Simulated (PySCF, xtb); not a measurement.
methanol (CH₄O), SMILES CO.

GFN2-xTB (xtb) at its own geometry gives an orbital gap of 13.10 eV and a dipole moment of 1.92 D.

Coordinates come from a ωB97X-D3(BJ)/def2-TZVP optimisation.

**Question.** What does PBE/def2-TZVPD (PySCF) give? (An estimate is asked for; the answer gives what the named calculation found.)

**Answer.** gap 5.87 eV (levels -6.29 and -0.43 eV), dipole 1.58 D.
